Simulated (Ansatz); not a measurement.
# NSi2: the cost of one run

Computed with Ansatz 0.2.0, Gaussian basis. Level: def2-TZVPP, core rule «outside noble gas», up to 11 orbitals frozen.

Plan: UHF; ROHF; CCSD(T) on UHF.

### 1 What is computed

The geometry is a PBE0/def2-TZVP stationary point (not a proven minimum) of the parent state, kept for this charge and spin.

3 atoms, charge 1, spin multiplicity 5.

Atoms are counted from 1 here; the program's logs count them from 0.

Bond lengths: N1–Si2 1.661 Å, Si2–Si3 2.244 Å. Angles: N1–Si2–Si3 180.0°.

### 2 UHF

in.yaml reads:

```yaml
crystal:
  periodic: [false, false, false]
  atoms:
    - {symbol: N, position_ang: [0.000000, 0.000000, -1.854900]}
    - {symbol: Si, position_ang: [0.000000, 0.000000, -0.194400]}
    - {symbol: Si, position_ang: [0.000000, 0.000000, 2.049300]}
basis:
  gaussian: {orbitals: def2-TZVPP}
total_charge: 1
magnetization: {spin_polarized: true, initial_magnetization: 4}
hamiltonian: {xc: hf}
output: {orbitals: {seedname: orbitals}}
```

The run is started by

```sh
$ ansatz run in.yaml --threads 1 --pin off --events-out ev --progress --plain --max-ram 2816MiB --backend cpu
```

Q: Estimate wall time and peak memory on 1 thread of AMD EPYC 7R13, shared host.

About 13 s, with a peak of 0.34 GiB.
